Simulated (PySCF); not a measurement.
Species: CH₇PSi.
SMILES: `[SiH2](P)C`

Level of theory: EOM-IP-CCSD/aug-cc-pVDZ in PySCF, restricted Hartree–Fock reference, 11 core orbitals frozen, non-relativistic, gas phase, PBE0-D3(BJ)/def2-SVP geometry.

Hartree–Fock orbital energies give these Koopmans values (eV): HOMO 9.89, HOMO-1 11.67, HOMO-2 12.46, HOMO-3 13.02, HOMO-4 14.16, HOMO-5 15.36, HOMO-6 15.44, HOMO-7 18.33.

Q: What vertical ionisation energies does EOM-IP-CCSD give?

A: 
```csv
leading hole (HF orbital),Koopmans (eV),EOM-IP-CCSD (eV),change (eV),one-hole share
HOMO,9.89,9.53,-0.36,0.95
HOMO-1,11.67,11.00,-0.67,0.95
HOMO-2,12.46,11.61,-0.85,0.95
HOMO-3,13.02,12.20,-0.82,0.94
HOMO-4,14.16,13.36,-0.80,0.94
HOMO-5,15.36,14.38,-0.98,0.95
HOMO-6,15.44,14.45,-0.99,0.95
HOMO-7,18.33,16.66,-1.67,0.86
```

Q: Does the order of the lines follow the orbital energies?

A: Yes, no two lines change places. The corrections run from -1.67 to -0.36 eV, with a mean of -0.89 eV over the 8 lines; no line lies above its Koopmans value.

Q: At what kinetic energies would He I light (21.22 eV) eject these electrons?

A: 11.69 eV (HOMO), 10.22 eV (HOMO-1), 9.61 eV (HOMO-2), 9.02 eV (HOMO-3), 7.86 eV (HOMO-4), 6.84 eV (HOMO-5), 6.77 eV (HOMO-6), 4.56 eV (HOMO-7).

Q: What total energy has the lowest final state, and which wavelength reaches it?

A: E(CCSD) + ionisation energy = -672.08099 + 0.35014 = -671.73085 Eh, at the geometry of the initial state. The threshold wavelength is 1239.84 eV nm/9.53 eV = 130.1 nm.

Lines less than 0.15 eV apart could change places at a higher level. One root was sought for each valence orbital with −ε under 21 eV, eight at most, so deeper holes and satellites are missing; no vibrational structure.

Shape of the structure used: `[CH3:1][SiH2:2][PH2:3]`: H–P3–Si2–C1 76°, H–P3–Si2–C1 170°.

One conformer stands for the species.
